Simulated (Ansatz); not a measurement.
bcc Cs was calculated with r²SCAN+rVV10 (Ansatz, a program for electronic structure, PAW).

Numerical settings: plane-wave cutoff 560 eV, 14×14×14 k mesh, Fermi–Dirac smearing 0.05 eV, scalar-relativistic PAW data made under PBE.

A third-order Birch–Murnaghan fit to the energies gives V0 = 117.383 Å³/atom, B0 = 1.98 GPa, B′ = 3.4.

```tsv
V (Å³/atom)	P (GPa)
110.327	0.136
112.675	?
115.022	0.042
117.369	0.000
119.717	?
122.064	?
124.411	-0.104
```

### Question
Estimate the withheld pressures from this fit; the answers are the runs' own values.

### Answer

- 112.675, P (GPa): 0.087
- 119.717, P (GPa): -0.038
- 122.064, P (GPa): -0.072

The formula P = (3/2) B0 (x^(7/3) − x^(5/3)) [1 + (3/4)(B′ − 4)(x^(2/3) − 1)] with x = V0/V meets the computed pressures within 0.01 GPa when these rounded values are put in.

Measured, for comparison: bulk modulus 2.11 GPa (corrected for temperature and zero-point phonon effects, our sources range from 2.11 to 2.35; as tabulated in Levämäki et al. (2014), arXiv:1402.3671); equilibrium volume per atom 110.12 Å³/atom (low-temperature or extrapolated to 0 K; zero-point anharmonic expansion removed; as tabulated in Csonka et al. (2009), arXiv:0903.4037). Computed (rounded) less measured: bulk modulus -6 % (-6 % to -16 % over the range), equilibrium volume per atom +6.6 %.

Spin–orbit coupling is not included.

The computed numbers hold no vibrational or temperature effects.

Computing time: roughly 3 core-minutes.
